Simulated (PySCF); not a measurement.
# Silicon: a sound run and one with changed settings

Sound run: Si [Ne] 3s2 3p2, Si⁺ [Ne] 3s2 3p1. Calculation: PySCF 2.14, in aug-cc-pVDZ-DK (5s4p2d, 27 functions); the spin-free X2C one-electron Hamiltonian (Gaussian nucleus). The sound run starts from symmetry-adapted Hartree-Fock orbitals and uses a fine grid where one is needed.

A second run was set up differently.

| species | method | sound run (hartree) | changed run (hartree) | converged |
| --- | --- | --- | --- | --- |
| Si | UHF | -289.45293 | -289.45293 | yes |
| Si | TPSS | -289.99366 | -290.19640 | yes |
| Si | MN15 | -289.94404 | -290.11455 | yes |
| Si⁺ | UHF | -289.17216 | -289.17216 | yes |
| Si⁺ | TPSS | -289.69205 | -289.86975 | yes |
| Si⁺ | MN15 | -289.64643 | -289.83001 | yes |

Ionisation energy of Si:

```json
{"method": "UHF", "sound run (eV)": "7.640", "changed run (eV)": "7.640"}
{"method": "TPSS", "sound run (eV)": "8.207", "changed run (eV)": "8.889"}
{"method": "MN15", "sound run (eV)": "8.098", "changed run (eV)": "7.743"}
```

**Question.** What was changed?
A. all electrons correlated in a valence basis
B. radial grid too coarse
C. minimal basis
D. a valence shell is frozen

**Answer.** B. It used radial step 0.8 in ln r (0.13 in the sound run). A coarse radial grid mis-integrates the density and the exchange-correlation energy, with errors of either sign; Hartree-Fock needs no grid.
